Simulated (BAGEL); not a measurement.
**singlet [C2H5O2]+: levels of theory compared**

Aim: a comparison of 6 runs (HF/3-21G, HF/6-31G*, B3LYP/6-31G*, B3LYP/cc-pVDZ, PBE0/cc-pVDZ, RI-MP2/cc-pVDZ) of singlet [C2H5O2]+. 

The results are computed with BAGEL 1.2.2.

1 further run of the same task is left out (set aside as unsound or not needed).

### 1 The system as given

[C2H5O2]+ has 9 atoms, charge +1, and is taken as a singlet. SMILES of the parent species: `COC[O]`. Geometry: relaxed at GFN2-xTB. This is one conformer, not always the lowest. That shape belongs to the parent species and isn't relaxed for this state.

Bond lengths: C1–O2 1.404 Å, O2–C3 1.416 Å, C3–O4 1.272 Å, C1–H5 1.095 Å, C1–H6 1.095 Å, C1–H7 1.087 Å, C3–H8 1.128 Å, C3–H9 1.128 Å. Some angles: C1–O2–C3 114.3°, O2–C3–O4 119.1°, O2–C1–H5 110.5°, O2–C1–H6 110.5°, O2–C1–H7 106.7°, O2–C3–H8 104.2°, O2–C3–H9 104.2°, O4–C3–H8 113.4°, O4–C3–H9 113.4°, H5–C1–H6 107.4°.

### 2 A single-point energy at HF/3-21G (density fitting with qzvpp-jkfit) (run 1)

Input file job.json:

```json
{ "bagel" : [

{
  "title" : "molecule",
  "basis" : "3-21g",
  "df_basis" : "qzvpp-jkfit",
  "angstrom" : "true",
  "geometry" : [
    { "atom" : "C", "xyz" : [   -0.334660,    0.901870,   -0.729480 ] },
    { "atom" : "O", "xyz" : [    0.376480,    0.553220,    0.430150 ] },
    { "atom" : "C", "xyz" : [    0.351560,   -0.829200,    0.736180 ] },
    { "atom" : "O", "xyz" : [   -0.284480,   -1.620790,   -0.029630 ] },
    { "atom" : "H", "xyz" : [    0.068660,    0.373380,   -1.599630 ] },
    { "atom" : "H", "xyz" : [   -1.387930,    0.618730,   -0.632560 ] },
    { "atom" : "H", "xyz" : [   -0.231890,    1.977190,   -0.847500 ] },
    { "atom" : "H", "xyz" : [    0.004390,   -0.869460,    1.808890 ] },
    { "atom" : "H", "xyz" : [    1.437860,   -1.104940,    0.863590 ] }
  ]
},
{ "title" : "hf", "charge" : 1 },
{ "title" : "print", "file" : "orbitals.molden", "orbitals" : "true" }

]}
```

Started as:

```console
$ BAGEL_NUM_THREADS=1 BAGEL job.json > job.out
```

Output:

```text
* using 1 threads per process

  ===============================================================
  ===============================================================

  *** Geometry ***

  { "atom" : "C", "xyz" : [     -0.632416,      1.704287,     -1.378517 ] },
  { "atom" : "O", "xyz" : [      0.711444,      1.045434,      0.812866 ] },
  { "atom" : "C", "xyz" : [      0.664352,     -1.566961,      1.391179 ] },
[... 5 lines of this table left out ...]
  { "atom" : "H", "xyz" : [      2.717162,     -2.088034,      1.631949 ] },

  Number of auxiliary basis functions:      394

  Since a DF basis is specified, we compute 2- and 3-index integrals:
    o Being stored without compression. Storage requirement is 0.007 GB

  Number of basis functions:       46
  Number of electrons      :       33

    * METHOD: MOLECULE                             0.40

  *** RHF ***

  === Nuclear Repulsion ===
   129.2772807599

      * DIIS with orbital gradients will be used.

  === RHF iteration (3-21g) ===
      0       -226.40190677          0.03069491           0.05
      1       -226.45842943          0.02979681           0.07
      2       -226.57322254          0.00696373           0.06
[... 18 lines of this table left out ...]
     21       -226.59044196          0.00000001           0.05
    * SCF iteration converged.

    * Permanent dipole moment:
           (   -0.394691,     0.866263,    -0.816743) a.u.

    * METHOD: HF                                   1.29

    * METHOD: PRINT                                0.01

  ===============================================================
```

Run time: 2.3 s. Hardware: 1 thread of Intel Xeon at 2.50GHz (Skylake/Cascade Lake), shared host.

### 3 The energy at HF/6-31G(d) (density fitting with qzvpp-jkfit, spherical functions) (run 2)

Input file job.json:

```json
{ "bagel": [

{
  "title": "molecule",
  "basis": "6-31gs.json",
  "df_basis": "qzvpp-jkfit",
  "angstrom": true,
  "geometry": [
    { "atom": "C", "xyz": [   -0.334660,    0.901870,   -0.729480 ] },
    { "atom": "O", "xyz": [    0.376480,    0.553220,    0.430150 ] },
    { "atom": "C", "xyz": [    0.351560,   -0.829200,    0.736180 ] },
    { "atom": "O", "xyz": [   -0.284480,   -1.620790,   -0.029630 ] },
    { "atom": "H", "xyz": [    0.068660,    0.373380,   -1.599630 ] },
    { "atom": "H", "xyz": [   -1.387930,    0.618730,   -0.632560 ] },
    { "atom": "H", "xyz": [   -0.231890,    1.977190,   -0.847500 ] },
    { "atom": "H", "xyz": [    0.004390,   -0.869460,    1.808890 ] },
    { "atom": "H", "xyz": [    1.437860,   -1.104940,    0.863590 ] }
  ]
},
{
  "title": "hf",
  "charge": 1
},
{
  "title": "print",
  "file": "orbitals.molden",
  "orbitals": true
}

]}
```

The basis set 6-31G* is read from a file made from the Basis Set Exchange's data (not shown).

Started as:

```console
$ BAGEL_NUM_THREADS=1 BAGEL job.json > job.out
```

Output:

```text
* using 1 threads per process

  ===============================================================
  ===============================================================

  *** Geometry ***

  { "atom" : "C", "xyz" : [     -0.632416,      1.704287,     -1.378517 ] },
  { "atom" : "O", "xyz" : [      0.711444,      1.045434,      0.812866 ] },
  { "atom" : "C", "xyz" : [      0.664352,     -1.566961,      1.391179 ] },
[... 5 lines of this table left out ...]
  { "atom" : "H", "xyz" : [      2.717162,     -2.088034,      1.631949 ] },

  Number of auxiliary basis functions:      394

  Since a DF basis is specified, we compute 2- and 3-index integrals:
    o Being stored without compression. Storage requirement is 0.014 GB

  Number of basis functions:       66
  Number of electrons      :       33

    * METHOD: MOLECULE                             0.51

  *** RHF ***

  === Nuclear Repulsion ===
   129.2772807599

      * DIIS with orbital gradients will be used.

  === RHF iteration (6-31gs.json) ===
      0       -227.60442461          0.02718831           0.06
      1       -227.69057060          0.02411056           0.06
      2       -227.83348266          0.00539295           0.05
[... 18 lines of this table left out ...]
     21       -227.85258595          0.00000001           0.07
    * SCF iteration converged.

    * Permanent dipole moment:
           (   -0.389118,     0.771875,    -0.784418) a.u.

    * METHOD: HF                                   1.79

    * METHOD: PRINT                                0.01

  ===============================================================
```

Wall time 2.8 s (1 thread of Intel Xeon at 2.50GHz (Skylake/Cascade Lake), shared host).

Runs 3 to 5 aren't shown in full; the table further down has their settings and results.

### 4 A single-point energy at RI-MP2/cc-pVDZ (density fitting with qzvpp-jkfit) (run 6)

Input file calc.json:

```json
{ "bagel": [

{
  "title": "molecule",
  "basis": "cc-pvdz.json",
  "df_basis": "qzvpp-jkfit",
  "angstrom": "true",
  "geometry": [
    { "atom": "C", "xyz": [   -0.334660,    0.901870,   -0.729480 ] },
    { "atom": "O", "xyz": [    0.376480,    0.553220,    0.430150 ] },
    { "atom": "C", "xyz": [    0.351560,   -0.829200,    0.736180 ] },
    { "atom": "O", "xyz": [   -0.284480,   -1.620790,   -0.029630 ] },
    { "atom": "H", "xyz": [    0.068660,    0.373380,   -1.599630 ] },
    { "atom": "H", "xyz": [   -1.387930,    0.618730,   -0.632560 ] },
    { "atom": "H", "xyz": [   -0.231890,    1.977190,   -0.847500 ] },
    { "atom": "H", "xyz": [    0.004390,   -0.869460,    1.808890 ] },
    { "atom": "H", "xyz": [    1.437860,   -1.104940,    0.863590 ] }
  ]
},
{
  "title": "hf",
  "charge": 1
},
{
  "title": "mp2",
  "charge": 1,
  "ncore": 4
}

]}
```

The basis set cc-pVDZ is read from a file made from the Basis Set Exchange's data (not shown).

Started as:

```console
$ BAGEL_NUM_THREADS=1 BAGEL calc.json > calc.out
```

Output:

```text
* using 1 threads per process

  ===============================================================
  ===============================================================

  *** Geometry ***

  { "atom" : "C", "xyz" : [     -0.632416,      1.704287,     -1.378517 ] },
  { "atom" : "O", "xyz" : [      0.711444,      1.045434,      0.812866 ] },
  { "atom" : "C", "xyz" : [      0.664352,     -1.566961,      1.391179 ] },
[... 5 lines of this table left out ...]
  { "atom" : "H", "xyz" : [      2.717162,     -2.088034,      1.631949 ] },

[... 23 lines left out ...]
    * SCF iteration converged.
[... 1 line left out ...]
    * Permanent dipole moment:
[... 2 lines left out ...]
    * METHOD: HF                                   2.32

  *** RHF ***

  === Nuclear Repulsion ===
   129.2772807599

      * DIIS with orbital gradients will be used.

  === RHF iteration (cc-pvdz.json) ===
      0       -227.87636812          0.00000001           0.10
    * SCF iteration converged.

    * Permanent dipole moment:
           (   -0.382456,     0.752892,    -0.769553) a.u.

  === DF-MP2 calculation ===

    * freezing 4 orbitals
    * 3-index integral transformation done
    * assembly done

      MP2 correlation energy:   -0.6854725025      0.08

      MP2 total energy:       -228.5618406182

    * METHOD: MP2                                  0.33

  ===============================================================
```

Wall time 3.9 s (1 thread of Intel Xeon at 2.50GHz (Skylake/Cascade Lake), shared host).

### 5 Overview of the runs

```tsv
run	level	frozen core orbitals	energy (Eh)	HOMO energy (eV)	LUMO energy (eV)	HOMO–LUMO gap (eV)	wall time
1	HF/3-21G (density fitting with qzvpp-jkfit)	–	-226.590442	-18.13	-9.64	8.49	2.3 s
2	HF/6-31G* (density fitting with qzvpp-jkfit, spherical functions)	–	-227.852586	-18.29	-9.69	8.60	2.8 s
3	B3LYP/6-31G* (density fitting with qzvpp-jkfit, spherical functions)	–	-229.201343	-15.50	-12.72	2.78	18 s
4	B3LYP/cc-pVDZ (density fitting with qzvpp-jkfit)	–	-229.218835	-15.46	-12.66	2.80	26 s
5	PBE0/cc-pVDZ (density fitting with qzvpp-jkfit)	–	-228.961230	-15.67	-12.49	3.17	25 s
6	RI-MP2/cc-pVDZ (density fitting with qzvpp-jkfit)	4	-228.561841	–	–	–	3.9 s
```

### 6 Results

| quantity | value |
| --- | --- |
| run 6: total energy | -228.56184 Eh |
| run 6: correlation energy (4 core orbitals frozen) | -685.5 mEh |

In words: Over runs 1, 2, 3, 4, 5 the HOMO–LUMO gap runs from 2.78 eV (B3LYP/6-31G*) to 8.60 eV (HF/6-31G*). Exact exchange widens orbital gaps. Totals of different functionals can't be ranked against each other. All runs together took 77 s, the longest 26 s.
